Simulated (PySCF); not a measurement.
# How the functional moves excitation energies

Species: acetyl fluoride, C2H3FO.
SMILES: `CC(=O)F`

Linear-response calculations in the def2-SVPD basis (PySCF; singlets by full response, triplets Tamm–Dancoff, core orbitals frozen in the response; HF means time-dependent Hartree–Fock). 'Strongest' is the level of largest summed f among the singlets computed (10 roots, of which the last may lack a degenerate partner); it can jump between rows when another state enters that window. S1 is the lowest singlet of each run and needn't be the same state throughout; f(S1) is that of one state. Isolated species at its PBE0-D3(BJ)/def2-SVP geometry, gas phase.

```tsv
functional	kind	S1 (eV)	f(S1)	strongest (eV)	T1 (eV)	HOMO (eV)	gap (eV)	ionisation energy, ΔSCF (eV)
LDA	LDA	5.84	0.001	9.36	5.31	-7.57	5.56	11.88
PBE	GGA	5.86	0.001	9.20	5.26	-7.38	5.63	11.59
B3LYP	global hybrid, 20% exact exchange	6.00	0.001	9.11	5.42	-8.86	7.96	11.81
BHandHLYP	global hybrid, 50% exact exchange	6.25	0.001	9.66	5.66	-10.81	11.48	11.69
CAM-B3LYP	range-separated hybrid	6.06	0.001	9.38	5.47	-10.64	11.25	11.91
HF	Hartree–Fock	6.70	0.001	10.12	6.14	-13.50	15.86	not settled
```

**Question.** What does PBE0 (global hybrid, 25% exact exchange) give?

**Answer.** S1 (eV) 6.06, f(S1) 0.001, strongest (eV) 9.31, T1 (eV) 5.43, HOMO (eV) -9.11, gap (eV) 8.54, ionisation energy, ΔSCF (eV) 11.73. S1 runs from 5.84 eV (LDA) to 6.70 eV (HF), a spread of 0.86 eV, while the orbital gap spreads over 10.3 eV. Along PBE (0%), B3LYP (20%), PBE0 (25%), BHandHLYP (50%), HF (100%) S1 rises with the share of exact exchange. −ε(HOMO) comes closest to its own ΔSCF ionisation energy with BHandHLYP (-0.88 eV) and misses most with LDA (-4.31 eV). 'Not settled' means that the ion's SCF failed to converge or may have ended in another state than the lowest.
